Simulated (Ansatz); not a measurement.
Candidates: PbO (Pbcm, No. 57), rutile PbO2, antiferromagnetic (type II) rock-salt NiO, rock-salt MgO, Bi4Ge3O12 (I-43d, No. 220). Level: PBEsol (PAW; Ansatz, an electronic-structure program).

Density-functional runs with spin start from opposed moments for antiferromagnetic (type II) rock-salt NiO.

Spin–orbit coupling is left out, also for the solids with elements from indium on (PbO, rutile PbO2, Bi4Ge3O12); its size isn't shown.

Each level is taken at its own relaxed cell. Ansatz's density-functional and Hartree–Fock values are scalar-relativistic unless marked +SOC, with PAW data made under PBE.

Question: Order them by their bulk modulus B0 at this level, smallest first.

Answer: PbO (Pbcm, No. 57) (17.5 GPa), Bi4Ge3O12 (I-43d, No. 220) (55.9 GPa), rutile PbO2 (125 GPa), rock-salt MgO (157 GPa), antiferromagnetic (type II) rock-salt NiO (223 GPa)
